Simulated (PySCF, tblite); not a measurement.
# ClF: bond homolysis, part 2 of 2

tblite 0.8.0 and PySCF 2.14.0. Atoms count from 0. The steps go on from the part before.

## 10. Single point (Cl radical): wavefunction

Geometry: atom.

What the job is given:

```
{"job": {"kind": "sp", "xc": "CCSD(T)", "basis": "aug-cc-pVTZ", "grid": 2}, "charge": 0, "multiplicity": 2}
Cl     0.000000     0.000000     0.000000
```

With the program's defaults for keys left out, this is: wavefunction single point, frozen core, gas phase.

What it wrote:

```text
final grid: 11752 points
cycle   1  E = -459.4765750312  dE = -2.076e-01  |g| = 1.121e-01  |ddm| = 8.994e-01
cycle   2  E = -459.4848053066  dE = -8.230e-03  |g| = 3.867e-02  |ddm| = 1.529e-01
cycle   3  E = -459.4858671805  dE = -1.062e-03  |g| = 1.178e-02  |ddm| = 5.906e-02
cycle   4  E = -459.4859695487  dE = -1.024e-04  |g| = 2.024e-03  |ddm| = 1.933e-02
cycle   5  E = -459.4859733135  dE = -3.765e-06  |g| = 3.201e-04  |ddm| = 4.869e-03
cycle   6  E = -459.4859734272  dE = -1.138e-07  |g| = 7.203e-05  |ddm| = 1.057e-03
cycle   7  E = -459.4859734340  dE = -6.713e-09  |g| = 1.604e-05  |ddm| = 2.946e-04
converged SCF energy = -459.4859734340
E(HF, exact integrals) = -459.4859689958
E(MP2) = -459.6473318381
E(CCSD) = -459.6700514159
E(CCSD(T)) = -459.6762158034
T1 diagnostic = 0.0101
```

Run time: 1 s. Hardware: 1 thread of Intel Xeon 6975P-C, shared host.

## 11. Bond homolysis: CCSD(T)/aug-cc-pVTZ

This step combines the energies above: geometries from PBE0-D3(BJ)/def2-SVP, zero-point and thermal terms from PBE0-D3(BJ)/def2-SVP.

What the job is given:

```
{"job": {"kind": "bd", "cap": 8, "geom": {"xc": "PBE0", "basis": "def2-SVP", "d3": "d3bj", "grid": 1}, "hess": 1, "level": {"xc": "CCSD(T)", "basis": "aug-cc-pVTZ"}}, "charge": 0, "multiplicity": 1}
F      0.819918     0.057142    -0.081105
Cl    -0.814408    -0.054607     0.052807
```

Output (the driver's rows laid out field by field):

```text
homolysis bond by bond, CCSD(T)/aug-cc-pVTZ // PBE0-D3(BJ)/def2-SVP

row 1
  atoms                   0 1
  elements                F Cl
  length                  1.6436
  fragments               formula F, charge 0, multiplicity 2, smiles [F], kept yes, pieces 1; formula Cl, charge 0, multiplicity 2, smiles [Cl], kept yes, pieces 1
  electronic              243.25
  zero_kelvin             238.46
  enthalpy                241.97
  free_energy             208.94
```

Run time: 9.2 s. Hardware: 1 thread of Intel Xeon 6975P-C, shared host.

Dissociation energies (kJ/mol, gas phase, 298 K for the thermal columns):

```
  bond   fragments  electronic  enthalpy  free energy
F0–Cl1  [F] + [Cl]       243.2     242.0        208.9
```

## 12. Single point (ClF): wavefunction

Geometry: PBE0-D3(BJ)/def2-SVP.

What the job is given:

```
{"job": {"kind": "sp", "xc": "MP2", "basis": "aug-cc-pVTZ", "grid": 2}, "charge": 0, "multiplicity": 1}
F      0.819918     0.057142    -0.081105
Cl    -0.814408    -0.054607     0.052807
```

With the program's defaults for keys left out, this is: wavefunction single point, frozen core, gas phase.

What it wrote:

```text
final grid: 23352 points
cycle   1  E = -558.8777228481  dE =  1.740e-02  |g| = 3.544e-01  |ddm| = 1.866e+00
cycle   2  E = -558.8992632089  dE = -2.154e-02  |g| = 1.573e-01  |ddm| = 4.438e-01
cycle   3  E = -558.9028492216  dE = -3.586e-03  |g| = 4.531e-02  |ddm| = 1.565e-01
cycle   4  E = -558.9031938808  dE = -3.447e-04  |g| = 1.170e-02  |ddm| = 4.720e-02
cycle   5  E = -558.9032335612  dE = -3.968e-05  |g| = 1.710e-03  |ddm| = 1.367e-02
cycle   6  E = -558.9032348424  dE = -1.281e-06  |g| = 3.351e-04  |ddm| = 2.212e-03
cycle   7  E = -558.9032349184  dE = -7.603e-08  |g| = 1.099e-04  |ddm| = 7.192e-04
cycle   8  E = -558.9032349250  dE = -6.587e-09  |g| = 3.146e-05  |ddm| = 2.272e-04
converged SCF energy = -558.9032349250
E(HF, exact integrals) = -558.9033330992
E(MP2) = -559.3618142906
```

Wall time 0.79 s (1 thread of Intel Xeon 6975P-C, shared host).

## 13. Single point (F radical): wavefunction

Geometry: atom.

What the job is given:

```
{"job": {"kind": "sp", "xc": "MP2", "basis": "aug-cc-pVTZ", "grid": 2}, "charge": 0, "multiplicity": 2}
F      0.000000     0.000000     0.000000
```

With the program's defaults for keys left out, this is: wavefunction single point, frozen core, gas phase.

What it wrote:

```text
final grid: 11608 points
cycle   1  E = -99.3946188085  dE = -3.408e-01  |g| = 1.920e-01  |ddm| = 8.839e-01
cycle   2  E = -99.4053446547  dE = -1.073e-02  |g| = 7.259e-02  |ddm| = 1.916e-01
cycle   3  E = -99.4066382916  dE = -1.294e-03  |g| = 2.055e-02  |ddm| = 7.902e-02
cycle   4  E = -99.4068472622  dE = -2.090e-04  |g| = 5.391e-03  |ddm| = 2.735e-02
cycle   5  E = -99.4068737724  dE = -2.651e-05  |g| = 1.454e-03  |ddm| = 1.329e-02
cycle   6  E = -99.4068759418  dE = -2.169e-06  |g| = 2.354e-04  |ddm| = 4.369e-03
cycle   7  E = -99.4068760006  dE = -5.883e-08  |g| = 4.315e-05  |ddm| = 6.449e-04
cycle   8  E = -99.4068760019  dE = -1.296e-09  |g| = 2.306e-06  |ddm| = 1.060e-04
converged SCF energy = -99.4068760019
E(HF, exact integrals) = -99.4068793529
E(MP2) = -99.6121061871
```

Run time: 0.09 s. Hardware: 1 thread of Intel Xeon 6975P-C, shared host.

## 14. Single point (Cl radical): wavefunction

Geometry: atom.

What the job is given:

```
{"job": {"kind": "sp", "xc": "MP2", "basis": "aug-cc-pVTZ", "grid": 2}, "charge": 0, "multiplicity": 2}
Cl     0.000000     0.000000     0.000000
```

With the program's defaults for keys left out, this is: wavefunction single point, frozen core, gas phase.

What it wrote:

```text
final grid: 11752 points
cycle   1  E = -459.4765750312  dE = -2.076e-01  |g| = 1.121e-01  |ddm| = 8.994e-01
cycle   2  E = -459.4848053066  dE = -8.230e-03  |g| = 3.867e-02  |ddm| = 1.529e-01
cycle   3  E = -459.4858671805  dE = -1.062e-03  |g| = 1.178e-02  |ddm| = 5.906e-02
cycle   4  E = -459.4859695487  dE = -1.024e-04  |g| = 2.024e-03  |ddm| = 1.933e-02
cycle   5  E = -459.4859733135  dE = -3.765e-06  |g| = 3.201e-04  |ddm| = 4.869e-03
cycle   6  E = -459.4859734272  dE = -1.138e-07  |g| = 7.203e-05  |ddm| = 1.057e-03
cycle   7  E = -459.4859734340  dE = -6.713e-09  |g| = 1.604e-05  |ddm| = 2.946e-04
converged SCF energy = -459.4859734340
E(HF, exact integrals) = -459.4859689958
E(MP2) = -459.6473318496
```

Wall time 0.2 s (1 thread of Intel Xeon 6975P-C, shared host).

## 15. Bond homolysis: MP2/aug-cc-pVTZ

This step combines the energies above: geometries from PBE0-D3(BJ)/def2-SVP, zero-point and thermal terms from PBE0-D3(BJ)/def2-SVP.

What the job is given:

```
{"job": {"kind": "bd", "cap": 8, "geom": {"xc": "PBE0", "basis": "def2-SVP", "d3": "d3bj", "grid": 1}, "hess": 1, "level": {"xc": "MP2", "basis": "aug-cc-pVTZ"}}, "charge": 0, "multiplicity": 1}
F      0.819918     0.057142    -0.081105
Cl    -0.814408    -0.054607     0.052807
```

Output (the driver's rows laid out field by field):

```text
homolysis bond by bond, MP2/aug-cc-pVTZ // PBE0-D3(BJ)/def2-SVP

row 1
  atoms                   0 1
  elements                F Cl
  length                  1.6436
  fragments               formula F, charge 0, multiplicity 2, smiles [F], kept yes, pieces 1; formula Cl, charge 0, multiplicity 2, smiles [Cl], kept yes, pieces 1
  electronic              268.79
  zero_kelvin             263.99
  enthalpy                267.51
  free_energy             234.47
```

Run time: 1.2 s. Hardware: 1 thread of Intel Xeon 6975P-C, shared host.

Dissociation energies (kJ/mol, gas phase, 298 K for the thermal columns):

```
  bond   fragments  electronic  enthalpy  free energy
F0–Cl1  [F] + [Cl]       268.8     267.5        234.5
```

## 16. Single point (ClF): HF/aug-cc-pVTZ

Geometry: PBE0-D3(BJ)/def2-SVP.

What the job is given:

```
{"job": {"kind": "sp", "xc": "HF", "basis": "aug-cc-pVTZ", "grid": 2}, "charge": 0, "multiplicity": 1}
F      0.819918     0.057142    -0.081105
Cl    -0.814408    -0.054607     0.052807
```

What it wrote:

```text
final grid: 23352 points
cycle   1  E = -558.8777228481  dE =  1.740e-02  |g| = 3.544e-01  |ddm| = 1.866e+00
cycle   2  E = -558.8992632089  dE = -2.154e-02  |g| = 1.573e-01  |ddm| = 4.438e-01
cycle   3  E = -558.9028492216  dE = -3.586e-03  |g| = 4.531e-02  |ddm| = 1.565e-01
cycle   4  E = -558.9031938808  dE = -3.447e-04  |g| = 1.170e-02  |ddm| = 4.720e-02
cycle   5  E = -558.9032335612  dE = -3.968e-05  |g| = 1.710e-03  |ddm| = 1.367e-02
cycle   6  E = -558.9032348424  dE = -1.281e-06  |g| = 3.351e-04  |ddm| = 2.212e-03
cycle   7  E = -558.9032349184  dE = -7.603e-08  |g| = 1.099e-04  |ddm| = 7.192e-04
cycle   8  E = -558.9032349250  dE = -6.587e-09  |g| = 3.146e-05  |ddm| = 2.272e-04
converged SCF energy = -558.9032349250
```

Wall time 0.14 s (1 thread of Intel Xeon 6975P-C, shared host).

## 17. Single point (F radical): HF/aug-cc-pVTZ

Geometry: atom.

What the job is given:

```
{"job": {"kind": "sp", "xc": "HF", "basis": "aug-cc-pVTZ", "grid": 2}, "charge": 0, "multiplicity": 2}
F      0.000000     0.000000     0.000000
```

What it wrote:

```text
final grid: 11608 points
cycle   1  E = -99.3946188085  dE = -3.408e-01  |g| = 1.920e-01  |ddm| = 8.839e-01
cycle   2  E = -99.4053446547  dE = -1.073e-02  |g| = 7.259e-02  |ddm| = 1.916e-01
cycle   3  E = -99.4066382916  dE = -1.294e-03  |g| = 2.055e-02  |ddm| = 7.902e-02
cycle   4  E = -99.4068472622  dE = -2.090e-04  |g| = 5.391e-03  |ddm| = 2.735e-02
cycle   5  E = -99.4068737724  dE = -2.651e-05  |g| = 1.454e-03  |ddm| = 1.329e-02
cycle   6  E = -99.4068759418  dE = -2.169e-06  |g| = 2.354e-04  |ddm| = 4.369e-03
cycle   7  E = -99.4068760006  dE = -5.883e-08  |g| = 4.315e-05  |ddm| = 6.449e-04
cycle   8  E = -99.4068760019  dE = -1.296e-09  |g| = 2.306e-06  |ddm| = 1.060e-04
converged SCF energy = -99.4068760019
```

Run time: 0.04 s. Hardware: 1 thread of Intel Xeon 6975P-C, shared host.

## 18. Single point (Cl radical): HF/aug-cc-pVTZ

Geometry: atom.

What the job is given:

```
{"job": {"kind": "sp", "xc": "HF", "basis": "aug-cc-pVTZ", "grid": 2}, "charge": 0, "multiplicity": 2}
Cl     0.000000     0.000000     0.000000
```

What it wrote:

```text
final grid: 11752 points
cycle   1  E = -459.4765750312  dE = -2.076e-01  |g| = 1.121e-01  |ddm| = 8.994e-01
cycle   2  E = -459.4848053066  dE = -8.230e-03  |g| = 3.867e-02  |ddm| = 1.529e-01
cycle   3  E = -459.4858671805  dE = -1.062e-03  |g| = 1.178e-02  |ddm| = 5.906e-02
cycle   4  E = -459.4859695487  dE = -1.024e-04  |g| = 2.024e-03  |ddm| = 1.933e-02
cycle   5  E = -459.4859733135  dE = -3.765e-06  |g| = 3.201e-04  |ddm| = 4.869e-03
cycle   6  E = -459.4859734272  dE = -1.138e-07  |g| = 7.203e-05  |ddm| = 1.057e-03
cycle   7  E = -459.4859734340  dE = -6.713e-09  |g| = 1.604e-05  |ddm| = 2.946e-04
converged SCF energy = -459.4859734340
```

Wall time 0.05 s (1 thread of Intel Xeon 6975P-C, shared host).

## 19. Bond homolysis: HF/aug-cc-pVTZ

This step combines the energies above: geometries from PBE0-D3(BJ)/def2-SVP, zero-point and thermal terms from PBE0-D3(BJ)/def2-SVP.

What the job is given:

```
{"job": {"kind": "bd", "cap": 8, "geom": {"xc": "PBE0", "basis": "def2-SVP", "d3": "d3bj", "grid": 1}, "hess": 1, "level": {"xc": "HF", "basis": "aug-cc-pVTZ"}}, "charge": 0, "multiplicity": 1}
F      0.819918     0.057142    -0.081105
Cl    -0.814408    -0.054607     0.052807
```

Output (the driver's rows laid out field by field):

```text
homolysis bond by bond, HF/aug-cc-pVTZ // PBE0-D3(BJ)/def2-SVP

row 1
  atoms                   0 1
  elements                F Cl
  length                  1.6436
  fragments               formula F, charge 0, multiplicity 2, smiles [F], kept yes, pieces 1; formula Cl, charge 0, multiplicity 2, smiles [Cl], kept yes, pieces 1
  electronic              27.27
  zero_kelvin             22.47
  enthalpy                25.98
  free_energy             -7.05
```

Wall time 0.33 s (1 thread of Intel Xeon 6975P-C, shared host).

Dissociation energies (kJ/mol, gas phase, 298 K for the thermal columns):

```
  bond   fragments  electronic  enthalpy  free energy
F0–Cl1  [F] + [Cl]        27.3      26.0         -7.0
```

## 20. Outcome

This closing draws on all 2 parts.

| quantity | value |
| --- | --- |
| strongest single infrared mode (GFN2-xTB) | 664 cm⁻¹, 75 km/mol |
| zero-point energy (GFN2-xTB) | 0.9 kcal/mol |
| point group | Cinfv |
| rotational constants (main isotopes) | 15.20, 15.20 GHz |
| surface potential, 1st and 99th percentile | -0.44 V and 2.06 V |
| bond enthalpy (ΔH), F0–Cl1 (M06-2X/def2-TZVP) | 254.8 kJ/mol |
| bond enthalpy (ΔH), F0–Cl1 (CCSD(T)/aug-cc-pVTZ) | 242.0 kJ/mol |
| bond enthalpy (ΔH), F0–Cl1 (MP2/aug-cc-pVTZ) | 267.5 kJ/mol |
| bond enthalpy (ΔH), F0–Cl1 (HF/aug-cc-pVTZ) | 26.0 kJ/mol |

What this shows: The one mode is real. Unscaled tight-binding wavenumbers are off by several per cent, some by more. Its intensities can rank the bands wrongly. Relaxing lowered the energy by 0.018 eV in 3 steps; the close pair that moved most is F0–Cl1, from 1.682 to 1.644 Å (PBE0/def2-SVP). The bond enthalpy (ΔH) at F0–Cl1 is 254.8 kJ/mol at M06-2X/def2-TZVP; zero-point and thermal terms move it by -1.3 kJ/mol from the electronic value. Hartree-Fock lacks correlation, so its bond and fragment energies are far off.
